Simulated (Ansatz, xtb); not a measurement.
System: HO, charge 1, multiplicity 3. 
Structure (B3LYP-D3(BJ)/def2-TZVP (Ansatz, a program for electronic structure) minimum search):
```
O
H 1 1.0407
```
Charge +1, spin multiplicity 3.

Harmonic wavenumbers from GFN2-xTB (xtb, at its own minimum), cm⁻¹: 2536.

Task: Give the harmonic wavenumbers at B3LYP-D3(BJ)/def2-TZVP (Ansatz, finite differences of forces, unscaled).

Result: 3030 cm⁻¹. Zero-point energy 4.3 kcal/mol.

Task: From these and the geometry, give the ideal-gas thermochemistry at 298.15 K and 1 atm (rigid rotor, harmonic oscillator).

Result: Point group C∞v, rotational symmetry number 1. Rotational constants 492.1, 492.1 GHz. S(trans) 34.44, S(rot) 7.03, S(vib) 0.00, S(elec, spin only) 2.18, S 43.6 cal/(mol K). H(298) - H(0) 2.07 kcal/mol; G - E(el) -6.6 kcal/mol.
